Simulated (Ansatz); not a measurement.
```yaml
crystal:
  periodic: [false, false, false]
  atoms:
    - {symbol: B, position_ang: [0.000000, 0.000000, -1.952438]}
    - {symbol: Al, position_ang: [0.000000, 0.000000, 0.000000]}
    - {symbol: B, position_ang: [0.000000, 0.000000, 1.952438]}
basis:
  gaussian: {orbitals: def2-TZVP}
magnetization: {spin_polarized: true, initial_magnetization: 3}
hamiltonian: {xc: pbe0}
relax: {f_tol: 0.004, max_steps: 80}
```

```sh
$ ansatz run in.yaml --threads 1 --pin off --events-out ev --progress --plain --max-ram 2176MiB
```

Steps of the relaxation (energy above the last step; positions in Å, forces in eV/Å):

```
3
step 1, 264.7 meV
B     0.000    0.000   -1.952   -0.025   -0.026   -0.667
Al    0.000    0.000    0.000    0.050    0.052   -1.696
B     0.000    0.000    1.952   -0.025   -0.026    2.363
```

```
3
step 2, 85.4 meV
B    -0.005   -0.005   -2.002   -0.019   -0.020   -0.195
Al    0.009    0.010   -0.023    0.044    0.046   -0.987
B    -0.005   -0.005    2.025   -0.025   -0.026    1.181
```

```
3
step 3, 46.0 meV
B    -0.029   -0.030   -1.992   -0.054   -0.056   -1.139
Al    0.057    0.060   -0.080    0.067    0.071    0.850
B    -0.029   -0.030    2.073   -0.014   -0.014    0.289
```

```
3
step 4, 1.5 meV
B    -0.029   -0.030   -2.048   -0.011   -0.012   -0.120
Al    0.056    0.059   -0.073    0.017    0.018    0.116
B    -0.028   -0.029    2.121   -0.006   -0.006    0.004
```

```
3
step 5, 0.6 meV
B    -0.034   -0.036   -2.054   -0.006   -0.006   -0.019
Al    0.066    0.070   -0.071    0.009    0.010    0.040
B    -0.032   -0.034    2.125   -0.003   -0.004   -0.022
```

```
3
step 6, 0.2 meV
B    -0.042   -0.044   -2.050   -0.002   -0.003    0.009
Al    0.082    0.086   -0.068    0.006    0.007   -0.034
B    -0.040   -0.042    2.118   -0.004   -0.004    0.025
```

```
3
step 8, 0.0 meV
B    -0.054   -0.056   -2.047    0.000    0.000    0.002
Al    0.104    0.108   -0.069    0.000    0.000   -0.001
B    -0.050   -0.052    2.116    0.000    0.000   -0.001
```

Close pairs at the end: B1–Al2 1.991 Å, Al2–B3 2.196 Å.

A stationary point of unrestricted PBE0 after 8 steps, with ⟨S²⟩ = 4.134 against 3.75 for a pure state; no frequencies were run, so it isn't proven a minimum. 86 s on 1 thread of Arm Neoverse V2, shared host.
